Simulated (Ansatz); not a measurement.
Rock-salt ZrC, treated with PBEsol in Ansatz (plane waves, PAW).

Run with plane-wave cutoff 520 eV, 16×16×16 k mesh, Fermi–Dirac smearing 0.1 eV, perturbation theory, force constants from a 4×4×4 q mesh, scalar-relativistic PAW data made under PBE.

Quasi-harmonic isothermal bulk modulus against temperature at zero pressure (zero-point motion included); the last value is withheld.

```tsv
T (K)	isothermal bulk modulus (GPa)
300	227.6
400	225.2
500	222.6
600	220.0
700	217.3
800	?
```

Problem. Fit a straight line to the rows shown and predict the value at 800 K.

Solution. Means: 500 K and 222.54 GPa. Σ(T − T̄)(y − ȳ) = -2580.0 and Σ(T − T̄)² = 100000, so the slope is -0.0258 GPa/K. At 800 K: 222.54 + (-0.0258) × 300 = 214.8 GPa. The run gives 214.5 GPa.

Anharmonicity beyond the change of volume is left out, and so is the electrons' share.

Ansatz is a quantum-chemistry and plane-wave program.
